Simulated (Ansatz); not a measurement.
**Worked example: building the atomization energy of C$_{2}$H$_{7}$N, singlet**

Measured: the G2/97 heats of formation, with zero-point and thermal terms from B3LYP taken off, give an electronic atomization energy of 877.2 kcal/mol (Curtiss et al., J. Chem. Phys. 106, 1063 (1997); Staroverov et al., J. Chem. Phys. 119, 12129 (2003)). The calculation below tries to reproduce it.

Geometry (MP2(full)/6-31G*, from the G2/97 set):

```yaml
atoms:
  - { symbol: C, position_ang: [1.2512, -0.3695, 0.0000] }
  - { symbol: C, position_ang: [0.0412, 0.5600, 0.0000] }
  - { symbol: N, position_ang: [-1.2641, -0.1034, 0.0000] }
  - { symbol: H, position_ang: [2.1905, 0.1926, 0.0000] }
  - { symbol: H, position_ang: [1.2430, -1.0137, 0.8849] }
  - { symbol: H, position_ang: [1.2430, -1.0137, -0.8849] }
  - { symbol: H, position_ang: [0.0758, 1.2150, -0.8765] }
  - { symbol: H, position_ang: [0.0758, 1.2150, 0.8765] }
  - { symbol: H, position_ang: [-1.3311, -0.7143, 0.8131] }
  - { symbol: H, position_ang: [-1.3311, -0.7143, -0.8131] }
```

Atomization energies (atoms less molecule, kcal/mol) from Ansatz 0.2.0, frozen cores, restricted molecule, unrestricted atoms, sets cc-pVDZ, cc-pVTZ, cc-pVQZ:

```tsv
level	DZ	TZ	QZ
HF	629.41	640.67	642.10
CCSD(T)	811.92	856.23	868.69
CCSDT	811.90	855.74	–
CCSDT(Q)	812.39	856.23	–
```

Problem. Extrapolate Hartree–Fock with exp(−5.46 √X) and the CCSD(T) correlation part with X⁻³ (X = 3, 4), add each higher step from the largest set that has it, and compare with the measured value.

Solution. Hartree–Fock: 642.10 + (642.10 − 640.67) × 0.301 = 642.53.
Correlation: TZ 215.56, QZ 226.59; (64 × 226.59 − 27 × 215.56) / 37 = 234.64.
Full triples (TZ): 855.74 − 856.23 = -0.49.
(Q) (TZ): 856.23 − 855.74 = 0.49.
Sum: 877.2 kcal/mol, 0.0 below the measured 877.2.

The steps beyond CCSD(T) add 0.00 kcal/mol, while going from QZ to the limit adds 8.48. Core correlation, scalar relativity, spin–orbit terms and the relaxation from this MP2 geometry are missing from the sum, and the measured value has its own uncertainty.
